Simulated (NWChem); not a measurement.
System: disulfur (S$_{2}$, triplet); SMILES S=S

```xyz
2

S      0.0000     0.0000     0.9634
S      0.0000     0.0000    -0.9634
```
Atoms are numbered in this order, from 1.

All runs use the structure optimised with B3LYP/6-31G* (spherical d), spin-unrestricted. No stability test was run on the SCF state.

Q: List the 6 lowest vertical excitations from B3LYP/aug-cc-pVDZ, spin-unrestricted, TDA (NWChem).

A: 
| state | energy (eV) | oscillator strength | <S²> |
|---|---|---|---|
| state 1 | 3.22 | 0.000 | 2.01 |
| state 2 | 3.22 | 0.000 | 2.01 |
| state 3 | 3.32 | 0.000 | 2.01 |
| state 4 | 4.61 | 0.003 | 2.01 |
| state 5 | 4.61 | 0.003 | 2.01 |
| state 6 | 4.74 | 0.000 | 2.02 |
